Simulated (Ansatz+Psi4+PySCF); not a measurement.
singlet HF: levels of theory in one basis

```xyz
2

F     0.0000    0.0000    0.0934
H     0.0000    0.0000   -2.7083
```

Basis set: cc-pVTZ (spherical functions). Left uncorrelated: 1 orbital. Charge 0, multiplicity 1.

Computed with Ansatz (development build ahead of 0.2.0) and Psi4 1.11; each method stands on the lowest determinant of its kind that the runs found.

| method | E − E(RHF) (eV) | <S²> of the determinant |
| --- | --- | --- |
| RHF | 0.00 | 0.00 |
| UHF | -5.74 | 1.00 |
| RHF-MP2 | -10.38 | – |
| RHF-CCSD | -10.79 | – |
| UHF-CCSD | -11.50 | 1.00 |
| RHF-CCSD(T) | -12.36 | – |
| UHF-CCSD(T) | -11.60 | 1.00 |

(1) What does UHF-MP2 give on the same scale?

(2) Is a single determinant a sound starting point here?

Results:

(1) -11.19 eV.

(2) It is doubtful. Unrestricted orbitals lower Hartree–Fock by 5.74 eV and <S²> is 1.00 where a pure state has 0.00, a sign of strong static correlation.

Caution for RHF, RHF-MP2, RHF-CCSD, RHF-CCSD(T): an unrestricted determinant lies well below. Caution for UHF, UHF-MP2, UHF-CCSD, UHF-CCSD(T): the unrestricted determinant is a mixture of spin states. Caution for RHF-MP2: large amplitudes, a single reference is doubtful. Caution for UHF-MP2, UHF-CCSD, UHF-CCSD(T): a plain start can end on a higher determinant. Caution for RHF-CCSD, RHF-CCSD(T): very large amplitudes, the method is breaking down; the program doubts this total.
